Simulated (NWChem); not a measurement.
System: chloromethane (CH3Cl); SMILES CCl

Here is an NWChem input.

```
start job
memory heap 200 mb stack 900 mb global 1100 mb
geometry units angstroms noautosym nocenter noautoz
  C      0.000000     0.000000    -1.110906
  Cl     0.000000     0.000000     0.664417
  H      0.732981     0.732981    -1.470125
  H      0.268290    -1.001270    -1.470125
  H     -1.001270     0.268290    -1.470125
end
basis spherical
  * library 6-31g*
end
dft
  xc b3lyp
  iterations 150
end
property
  response 1 0.0
end
task dft property
```

Parts of the log:

```
             Northwest Computational Chemistry Package (NWChem) 7.3.0
             --------------------------------------------------------

                             Geometry "geometry" -> ""
                             -------------------------

 Output coordinates in angstroms (scale by  1.889725989 to convert to a.u.)

  No.       Tag          Charge          X              Y              Z
 ---- ---------------- ---------- -------------- -------------- --------------
    1 C                    6.0000     0.00000000     0.00000000    -1.11090600
    2 Cl                  17.0000     0.00000000     0.00000000     0.66441700
    3 H                    1.0000     0.73298100     0.73298100    -1.47012500
    4 H                    1.0000     0.26829000    -1.00127000    -1.47012500
    5 H                    1.0000    -1.00127000     0.26829000    -1.47012500

 Effective nuclear repulsion energy (a.u.)      51.3434382480

                              NWChem Property Module
                              ----------------------

                                 NWChem DFT Module
                                 -----------------

 Summary of "ao basis" -> "ao basis" (spherical)
 ------------------------------------------------------------------------------
       Tag                 Description            Shells   Functions and Types
 ---------------- ------------------------------  ------  ---------------------
 C                           6-31g*                  6       14   3s2p1d
 Cl                          6-31g*                  8       18   4s3p1d
 H                           6-31g*                  2        2   2s

            General Information
            -------------------
          SCF calculation type: DFT
          Wavefunction type:  closed shell.
          No. of atoms     :     5
          No. of electrons :    26
           Alpha electrons :    13
            Beta electrons :    13
          Charge           :     0
          Spin multiplicity:     1
          Use of symmetry is: off; symmetry adaption is: off
          Maximum number of iterations: 150
          AO basis - number of functions:    38
                     number of shells:    20
          Convergence on energy requested:  1.00D-06
          Convergence on density requested:  1.00D-05
          Convergence on gradient requested:  5.00D-04

              XC Information
              --------------
                         B3LYP Method XC Potential
                     Hartree-Fock (Exact) Exchange  0.200
                        Slater Exchange Functional  0.800 local
                    Becke 1988 Exchange Functional  0.720 non-local
              Lee-Yang-Parr Correlation Functional  0.810
                  VWN I RPA Correlation Functional  0.190 local

             Grid Information
             ----------------
          Grid used for XC integration:  medium
          Radial quadrature: Mura-Knowles
          Angular quadrature: Lebedev.
          Tag              B.-S. Rad. Rad. Pts. Rad. Cut. Ang. Pts.
          ---              ---------- --------- --------- ---------
          C                   0.70       49           7.0       434
          Cl                  1.00       88           8.0       590
          H                   0.35       45           8.0       434
          Grid pruning is: on
          Number of quadrature shells:   272
          Spatial weights used:  Erf1

      Superposition of Atomic Density Guess
      -------------------------------------

 Sum of atomic energies:        -498.60553448

      Non-variational initial energy
      ------------------------------

 Total energy =    -499.315861
 1-e energy   =    -788.689089
 2-e energy   =     238.029789
 HOMO         =      -0.377554
 LUMO         =       0.074205

   convergence    iter        energy       DeltaE   RMS-Dens  Diis-err
 ---------------- ----- ----------------- --------- --------- ---------
 d= 0,ls=0.0,diis     1   -500.0754277752 -5.51D+02  1.73D-02  2.41D-01
 d= 0,ls=0.0,diis     2   -500.0732431971  2.18D-03  1.01D-02  2.33D-01
 d= 0,ls=0.0,diis     3   -500.1025088974 -2.93D-02  1.80D-03  1.19D-02
 d= 0,ls=0.0,diis     4   -500.1040558877 -1.55D-03  2.42D-04  9.71D-05
 d= 0,ls=0.0,diis     5   -500.1040682994 -1.24D-05  4.47D-05  2.55D-06
 d= 0,ls=0.0,diis     6   -500.1040686244 -3.25D-07  1.56D-05  2.53D-07
 d= 0,ls=0.0,diis     7   -500.1040686649 -4.06D-08  1.73D-06  5.01D-09

         Total DFT energy =     -500.104068664931
      One electron energy =     -790.400760590591
           Coulomb energy =      273.764730086844
    Exchange-Corr. energy =      -34.811476409179
 Nuclear repulsion energy =       51.343438247994

 Numeric. integr. density =       25.999999825540

                       DFT Final Molecular Orbital Analysis
                       ------------------------------------

[...]

 DFT Linear Response polarizability / au
 Frequency  =       0.0000000 / au
              X              Y              Z
 -----------------------------------------------
 X      16.3276821     -0.0000006     -0.0000037
 Y      -0.0000006     16.3276821     -0.0000037
 Z      -0.0000037     -0.0000037     27.4336346
 -----------------------------------------------
 Eigenvalues =      16.3276814     16.3276827     27.4336346
 Isotropic   =      20.0296662
 Anisotropic =      11.1059526
 -----------------------------------------------

 Magnetic Dipole Response Matrix (nonzero elements):

 Exiting AOResponse driver routine
```

Level: B3LYP/6-31G* (spherical d). Coordinates come from a PBE0/def2-SVP optimisation. B3LYP is NWChem's, with the RPA form of VWN correlation.
